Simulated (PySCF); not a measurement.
Geometries of 4 isomers of C4H5N, from PySCF, PBE0-D3(BJ)/def2-SVP geometry optimisation, gas phase. One conformer each, no zero-point energy, no frequencies.

**Question.** Which is lowest in electronic energy at this level?
A.
```xyz
10
angstrom
C     -1.312    0.018    0.742
C     -0.098   -0.445    0.022
C      0.933    0.345   -0.319
C      2.084   -0.138   -1.010
N      3.026   -0.516   -1.571
H     -2.218   -0.185    0.146
H     -1.275    1.094    0.966
H     -1.435   -0.533    1.689
H     -0.049   -1.507   -0.246
H      0.929    1.413   -0.073
```
B.
```xyz
10
angstrom
C      0.425    1.112   -0.073
C     -0.934    0.699   -0.124
C     -0.946   -0.678   -0.055
N      0.349   -1.101    0.036
C      1.195   -0.028    0.027
H      0.801    2.133   -0.104
H     -1.810    1.340   -0.204
H     -1.774   -1.384   -0.063
H      0.640   -2.066    0.102
H      2.273   -0.156    0.092
```
C.
```xyz
10
angstrom
C      2.782    0.642   -0.575
C      1.691    0.309   -0.162
C      0.442   -0.138    0.377
N     -0.675    0.318   -0.019
C     -1.864   -0.199    0.587
H      3.740    0.944   -0.956
H      0.516   -0.913    1.169
H     -2.517   -0.620   -0.194
H     -1.685   -0.973    1.360
H     -2.430    0.632    1.041
```
D.
```xyz
10
angstrom
C     -1.790    0.122    0.649
C     -0.543   -0.353    0.611
C      0.493    0.118   -0.323
C      1.912    0.022   -0.022
N      1.550   -0.881   -0.806
H     -2.121    0.908   -0.037
H     -2.523   -0.256    1.365
H     -0.235   -1.145    1.304
H      0.156    0.844   -1.076
H      2.814    0.360    0.496
```

**Answer.** B. That is `c1cc[nH]c1`, 22.7 kcal/mol below the next.

```
       SMILES              atoms numbered as above      E (Eh)  relative (kcal/mol)  relative (kJ/mol)  dipole (D)
   c1cc[nH]c1     [cH:1]1[cH:2][cH:3][nH:4][cH:5]1  -209.78239                  0.0                0.0        2.05
    C/C=C/C#N    [CH3:1]/[CH:2]=[CH:3]/[C:4]#[N:5]  -209.74622                 22.7               95.0        4.63
C=C[C@H]1C=N1  [CH2:1]=[CH:2][C@H:3]1[CH:4]=[N:5]1  -209.68000                 64.2              268.8        2.06
    C#C/C=N/C    [CH:1]#[C:2]/[CH:3]=[N:4]/[CH3:5]  -209.67920                 64.7              270.9        1.39
```

As drawn, the lowest has an aromatic ring and an N–H bond, which the highest lacks; the highest has a C≡C bond and a C=N bond, which the lowest lacks.
